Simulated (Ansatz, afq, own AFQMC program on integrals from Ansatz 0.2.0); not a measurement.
# Atomization energy of AlNH$_{2}$, singlet, worked out

```json
{"atom": "Al", "x (Å)": "0.0000", "y (Å)": "0.0000", "z (Å)": "0.6968"}
{"atom": "N", "x (Å)": "0.0000", "y (Å)": "0.0000", "z (Å)": "-1.0992"}
{"atom": "H", "x (Å)": "0.0000", "y (Å)": "0.8223", "z (Å)": "-1.6887"}
{"atom": "H", "x (Å)": "0.0000", "y (Å)": "-0.8223", "z (Å)": "-1.6887"}
```

Connectivity, by distances: Al–NH2.

Basis cc-pVDZ. Only valence electrons are correlated. Integrals, coupled cluster, full CI and functionals: Ansatz 0.2.0; the random walks run on the same integrals in our own AFQMC program. The CISD trial takes its coefficients from CCSD amplitudes. Released means that phaseless walkers are propagated on without the constraint, phases kept. Uncertainties: one standard error, sampling alone.

Total energies in eV. CBS is CCSD(T) at the limit of def2-TZVPP/QZVPP (extrapolated itself); the highest rung of each member is named.

```json
{"member": "Al (doublet)", "count": "+1", "CCSD(T)/cc-pVDZ": "-6583.0131", "highest rung in cc-pVDZ": "-6583.0229", "which": "FCI", "CCSD(T)/CBS": "-6583.4221"}
{"member": "N (quartet)", "count": "+1", "CCSD(T)/cc-pVDZ": "-1482.4355", "highest rung in cc-pVDZ": "-1482.4402", "which": "FCI", "CCSD(T)/CBS": "-1483.8573"}
{"member": "H (doublet)", "count": "+2", "CCSD(T)/cc-pVDZ": "-13.5861", "highest rung in cc-pVDZ": "-13.5861", "which": "FCI", "CCSD(T)/CBS": "-13.6059"}
{"member": "AlNH₂, singlet", "count": "-1", "CCSD(T)/cc-pVDZ": "-8103.4892", "highest rung in cc-pVDZ": "-8103.5223", "which": "CCSDT(Q)", "CCSD(T)/CBS": "-8106.9424"}
```

Work out the best estimate of the atomization energy: the CCSD(T)/CBS difference plus the step from CCSD(T) to the highest rung.

Sums with the counts: CCSD(T)/CBS 12.4512 eV, highest rung 10.8870 eV, CCSD(T)/cc-pVDZ 10.8684 eV. The step is 10.8870 − 10.8684 = 0.0186 eV, so the best estimate is 12.4512 + (0.0186) = 12.4698 eV = 287.6 kcal/mol. The basis set is worth 1.583 eV of it. Zero-point, core-correlation and spin–orbit terms aren't in it. Past Ne the Hartree–Fock part of each CBS total tends to overshoot, since the cores don't follow the formula; that largely cancels in the difference.

Best estimates are given only where the step beyond CCSD(T) is under 0.3 eV and no member's determinant is very poor (T1 over 0.05, or 0.07 for open shells, ⟨S²⟩ too high by 0.3, two states mixed), so the hardest cases are missing from such tables.

CCSDT and higher add their correlation energy to the determinant of the CCSD(T) run, since their own runs factorise the integrals more tightly (a shift of under 2 meV). Each member of a difference takes its own highest rung, so a best estimate needn't equal the limit plus the step of one row.
